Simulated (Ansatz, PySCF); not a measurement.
Breaking a bond: F2, singlet.

UKS-BHandHLYP = unrestricted BHandHLYP/cc-pVTZ run with PySCF; RKS-BHandHLYP = restricted BHandHLYP/cc-pVTZ (PySCF 2.14.0); UKS-B3LYP = unrestricted B3LYP/cc-pVTZ (PySCF); RKS-B3LYP = restricted B3LYP/cc-pVTZ in PySCF; UKS-PBE = unrestricted PBE/cc-pVTZ in Ansatz (a program for electronic structure); RKS-PBE = restricted PBE/cc-pVTZ (Ansatz); UKS-B3LYP/6-31G* = unrestricted B3LYP/6-31G*, spherical d (PySCF); RKS-B3LYP/6-31G* = restricted B3LYP/6-31G*, spherical d (PySCF 2.14.0); UKS-B3LYP/3-21G = unrestricted B3LYP/3-21G run with PySCF 2.14.0; RKS-B3LYP/3-21G = restricted B3LYP/3-21G (PySCF 2.14.0); UKS-BP86/6-31G* = unrestricted BP86/6-31G*, spherical d (PySCF 2.14.0); RKS-BP86/6-31G* = restricted BP86/6-31G*, spherical d run with PySCF.

Scanned distances (Å): 1.03, 1.11, 1.17, 1.25, 1.29, 1.33, 1.38, 1.40, 1.44, 1.49, 1.58, 1.71, 1.87, 2.06, 2.26, 2.49, 2.72, 3.02, 3.36, 3.70, 4.09, 4.81, 5.56.

Where does the unrestricted solution first break spin symmetry (<S²> of 0.01 or more)?

UKS-BHandHLYP: between 1.44 and 1.49 Å; UKS-B3LYP: between 1.58 and 1.71 Å; UKS-PBE: between 1.58 and 1.71 Å; UKS-B3LYP/6-31G*: between 1.58 and 1.71 Å; UKS-B3LYP/3-21G: between 1.58 and 1.71 Å; UKS-BP86/6-31G*: between 1.58 and 1.71 Å.

| R / Å | <S²> UKS-BHandHLYP | E(RKS-BHandHLYP) − E(UKS-BHandHLYP) / kcal/mol | <S²> UKS-B3LYP | E(RKS-B3LYP) − E(UKS-B3LYP) / kcal/mol | <S²> UKS-PBE | E(RKS-PBE) − E(UKS-PBE) / kcal/mol | <S²> UKS-B3LYP/6-31G* | E(RKS-B3LYP/6-31G*) − E(UKS-B3LYP/6-31G*) / kcal/mol | <S²> UKS-B3LYP/3-21G | E(RKS-B3LYP/3-21G) − E(UKS-B3LYP/3-21G) / kcal/mol | <S²> UKS-BP86/6-31G* | E(RKS-BP86/6-31G*) − E(UKS-BP86/6-31G*) / kcal/mol |
|---|---|---|---|---|---|---|---|---|---|---|---|---|
| 1.03 | 0.00 | 0.0 | 0.00 | 0.0 | 0.00 | 0.0 | 0.00 | 0.0 | 0.00 | 0.0 | 0.00 | 0.0 |
| 1.11 | 0.00 | 0.0 | 0.00 | 0.0 | 0.00 | 0.0 | 0.00 | 0.0 | 0.00 | 0.0 | 0.00 | 0.0 |
| 1.17 | 0.00 | 0.0 | 0.00 | 0.0 | 0.00 | 0.0 | 0.00 | 0.0 | 0.00 | 0.0 | 0.00 | 0.0 |
| 1.25 | 0.00 | 0.0 | 0.00 | 0.0 | 0.00 | 0.0 | 0.00 | 0.0 | 0.00 | 0.0 | 0.00 | 0.0 |
| 1.29 | 0.00 | 0.0 | 0.00 | 0.0 | 0.00 | 0.0 | 0.00 | 0.0 | 0.00 | 0.0 | 0.00 | 0.0 |
| 1.33 | 0.00 | 0.0 | 0.00 | 0.0 | 0.00 | 0.0 | 0.00 | 0.0 | 0.00 | 0.0 | 0.00 | 0.0 |
| 1.38 | 0.00 | 0.0 | 0.00 | 0.0 | 0.00 | 0.0 | 0.00 | 0.0 | 0.00 | 0.0 | 0.00 | 0.0 |
| 1.40 | 0.00 | 0.0 | 0.00 | 0.0 | 0.00 | 0.0 | 0.00 | 0.0 | 0.00 | 0.0 | 0.00 | 0.0 |
| 1.44 | 0.00 | 0.0 | 0.00 | 0.0 | 0.00 | 0.0 | 0.00 | 0.0 | 0.00 | 0.0 | 0.00 | 0.0 |
| 1.49 | 0.07 | 0.1 | 0.00 | 0.0 | 0.00 | 0.0 | 0.00 | 0.0 | 0.00 | 0.0 | 0.00 | 0.0 |
| 1.58 | 0.40 | 5.5 | 0.00 | 0.0 | 0.00 | 0.0 | 0.00 | 0.0 | 0.00 | 0.0 | 0.00 | 0.0 |
| 1.71 | 0.67 | 20.4 | 0.30 | 2.0 | 0.33 | 1.0 | 0.27 | 1.5 | 0.21 | 0.9 | 0.30 | 0.9 |
| 1.87 | 0.84 | 41.2 | 0.64 | 12.2 | 0.66 | 5.6 | 0.62 | 11.2 | 0.59 | 9.9 | 0.64 | 5.1 |
| 2.06 | 0.93 | 63.9 | 0.86 | 27.2 | 0.85 | 11.4 | 0.85 | 25.9 | 0.84 | 25.3 | 0.83 | — |
| 2.26 | 0.98 | 83.5 | 0.95 | 41.5 | 0.94 | 18.9 | 0.95 | 40.6 | 0.95 | 41.0 | 0.93 | — |
| 2.49 | 1.00 | 100.8 | 0.99 | 54.5 | 0.98 | 27.4 | 0.99 | 54.3 | 0.99 | 56.2 | 0.98 | — |
| 2.72 | 1.00 | 113.7 | 1.00 | 64.1 | 0.99 | 34.0 | 1.00 | 64.5 | 1.00 | 67.5 | 0.99 | — |
| 3.02 | 1.00 | 125.4 | 1.00 | 72.5 | 1.00 | 39.9 | 1.00 | 73.4 | 1.00 | 76.8 | 1.00 | — |
| 3.36 | 1.00 | 133.9 | 1.00 | 78.2 | 1.00 | 43.7 | 1.00 | 79.3 | 1.00 | 81.8 | 1.00 | — |
| 3.70 | 1.00 | 139.3 | 1.00 | 81.6 | 1.00 | 45.7 | 1.00 | 82.5 | 1.00 | 83.8 | 1.00 | — |
| 4.09 | 1.00 | 143.2 | 1.00 | 83.9 | 1.00 | 46.8 | 1.00 | 84.3 | 1.00 | 85.0 | 1.00 | — |
| 4.81 | 1.00 | 147.3 | 1.00 | 85.9 | 1.00 | 47.5 | 1.00 | 85.8 | 1.00 | 86.2 | 1.00 | — |
| 5.56 | 1.00 | 149.8 | 1.00 | 87.0 | 1.00 | 47.5 | 1.00 | 86.8 | 1.00 | 87.2 | 1.00 | — |

Dashes: no converged value, or the column stops at the first point that the program doubted or that broke a chosen test of continuity, which isn't proof of a fault.
